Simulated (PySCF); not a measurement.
**A small calculation by hand: entropy of an ideal gas**

carbon disulfide anion (CS2), SMILES S=C=S (connectivity only; charge and spin as stated), charge -1, multiplicity 2.

Geometry optimised at B3LYP-D3(BJ)/def2-TZVPD. The spin state was assumed, not searched.

B3LYP-D3(BJ)/def2-TZVPD in PySCF gives the harmonic wavenumbers 319, 644, 1186 cm⁻¹ and the rotational temperatures 9.7983, 0.1566, 0.1541 K. The molar mass is 76.13 g/mol, the symmetry number 2, the spin multiplicity 2.

### Question
Work out the entropy at 298.15 K and 1 atm in the rigid-rotor, harmonic-oscillator model.

### Answer

Translation (Sackur–Tetrode at 1 atm): S = R[1.5 ln M + 2.5 ln T − 1.16487] = 162.8 J/(mol K).
Rotation: q = (√π/σ) T^1.5/√(θA θB θC) = 9380, S = R[ln q + 3/2] = 88.5 J/(mol K).
Vibration: with u = 1.4388 ν/T, each mode gives R[u/(e^u − 1) − ln(1 − e^−u)]:
```csv
ν (cm⁻¹),modes,u,S (J/(mol K))
319,1,1.54,5.50
644,1,3.11,1.59
1186,1,5.72,0.18
```
These are all the modes. Sum 7.3 J/(mol K).
Spin: R ln 2 = 5.8 J/(mol K).
Total 264.3 J/(mol K); the program's own thermochemistry gives 264.3. Translation makes up 62 % and vibration 3 %. Anharmonicity, hindered rotation and orbital degeneracy are left out.
